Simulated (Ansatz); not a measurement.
# Structure relaxation of Sn2P

Method: Ansatz 0.2.0, DFT PBE, scalar-relativistic, plane waves, PAW. Cutoff 420 eV, Γ-centred k mesh, Gaussian smearing, no spin polarisation in the final step.

Sn2P was placed on the sites of a reported NiO2 cell (C2/m, No. 12), with P in place of Ni, Sn in place of O, at a guessed volume.

```
Sn P
1.0
     3.42218   -1.97530    0.00000
     3.42218    1.97530    0.00000
    -2.25645    0.00000    6.35289
Sn P
2 1
Direct
  0.73800 0.73800 0.23100
  0.26200 0.26200 0.76900
  0.00000 0.00000 0.00000
```

Cell and atoms relax at zero pressure; the relaxation can't lower the symmetry of the start. After a coarse first stage the cell is made exact in the group found at 0.06 Å.

The zero of energy is the elements' standard structures at the same level; no fitted shifts are applied.

(1) What does it relax into?

(2) What are its volume, energy, density and gap?

Results:

(1) It ends in R-3m (No. 166). The result has the cadmium chloride structure. Conventional cell: a = 3.862 Å, c = 17.431 Å. Around Sn lie 3 P at 2.78 Å; P has 6 Sn at 2.78 Å.

```cif
data_structure
_symmetry_space_group_name_H-M 'R-3m:H'
_symmetry_Int_Tables_number 166
_cell_length_a 3.8618
_cell_length_b 3.8618
_cell_length_c 17.4313
_cell_angle_alpha 90.000
_cell_angle_beta 90.000
_cell_angle_gamma 120.000
_cell_volume 225.14
loop_
_atom_site_label
_atom_site_type_symbol
_atom_site_symmetry_multiplicity
_atom_site_Wyckoff_symbol
_atom_site_fract_x
_atom_site_fract_y
_atom_site_fract_z
_atom_site_occupancy
Sn1 Sn 6 c 0.00000 0.00000 0.76202 1
P1 P 3 a 0.00000 0.00000 0.00000 1
```

(2) The volume per atom is 25.02 Å³. The density is 5.94 g/cm³, the energy over the elements is 0.04 eV/atom and the gap on the 14×14×8 mesh is 0 eV (a metal).

The final run used a 14×14×8 mesh on its 3-atom cell and 0.10 eV smearing. The k mesh leaves about 4 meV/atom of noise in metals. Symmetry constrained the relaxation, so the result can be a saddle point. The steps took about 5 core-minutes in all.